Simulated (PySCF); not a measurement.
How methods differ on the ionisation energy of H

H 1s1 (2S) → H⁺ (bare nucleus), as a difference of total energies. All numbers are calculated (PySCF 2.14, scalar relativity by spin-free X2C-1e, in dyall-v3z). The calculations carry no spin-orbit coupling.

| method | ionisation energy (eV) |
| --- | --- |
| UHF | 13.606 |
| LDA | 13.025 |
| PBE | 13.605 |
| r2SCAN | 13.610 |
| PBEsol | 13.299 |
| B97-3 | 13.711 |
| revPBE | 13.729 |
| LC-wPBE | 13.776 |

**Question.** Estimate what PBE0 gives.

**Answer.** 13.642 eV, closest to r2SCAN among the rows shown.

**Question.** Estimate what ROHF gives.

**Answer.** 13.606 eV, closest to UHF among the rows shown.

For comparison: 13.598 eV (theoretical estimate listed by NIST; NIST Atomic Spectra Database, ionization energies).
